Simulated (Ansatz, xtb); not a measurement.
**Relaxing a trial structure of CHOSi−**

The starting geometry of this gas-phase singlet has its atoms placed at random.

```xyz
4

C     1.6721    0.4824   -0.2624
O    -0.7395   -0.1043   -0.5042
Si    0.4728    1.1184    1.1884
H     0.2034   -0.2289   -0.8347
```

**Question.** One run relaxed it with r2SCAN-D4/def2-SVPD. What is a likely outcome?

**Answer.** It ends as a structure given below by its coordinates. Distances that change by over a tenth: C1–Si3 (1.99 → 1.69 Å). Contacts that close: O2–Si3 (2.41 → 1.75 Å).

The energy falls by 1.98 eV over 19 steps:

```json
{"step": "1", "E − E(last) (eV)": "1.981"}
{"step": "3", "E − E(last) (eV)": "0.535"}
{"step": "5", "E − E(last) (eV)": "0.412"}
{"step": "7", "E − E(last) (eV)": "0.388"}
{"step": "9", "E − E(last) (eV)": "0.324"}
{"step": "11", "E − E(last) (eV)": "0.206"}
{"step": "13", "E − E(last) (eV)": "0.039"}
{"step": "15", "E − E(last) (eV)": "0.009"}
{"step": "17", "E − E(last) (eV)": "0.000"}
{"step": "19", "E − E(last) (eV)": "0.000"}
```

Final geometry (Å):

```xyz
4

C     2.3542    1.1674    0.4204
O    -0.7994   -0.0171   -0.1713
Si    0.7341    0.6886    0.2906
H    -0.6804   -0.5712   -0.9527
```

From the same start GFN2-xTB reaches the same bonding as this run.

From so rough a start the end depends on the optimiser's path, so another program may land elsewhere. The end wasn't checked by frequencies. Run with Ansatz 0.2.0, 39 s on 1 thread of Intel(R) Xeon(R) Platinum 8259CL CPU @ 2.50GHz (Skylake/Cascade Lake), on a shared host.
